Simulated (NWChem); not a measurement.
Be

Program: NWChem. B3LYP is NWChem's, with the RPA form of VWN correlation. Ions are spin-unrestricted doublets at the neutral geometry; other ion states weren't tried.

**Question.** Among these, which level gives the lowest value of “vertical ionisation energy, ΔSCF (eV)”?
(A) PBE/def2-TZVP
(B) B3LYP/def2-TZVP
(C) CAM-B3LYP/def2-TZVP
(D) Hartree-Fock/def2-TZVP

**Answer.** D, Hartree-Fock/def2-TZVP. Values: Hartree-Fock/def2-TZVP 8.04; PBE/def2-TZVP 9.00; CAM-B3LYP/def2-TZVP 9.11; B3LYP/def2-TZVP 9.11
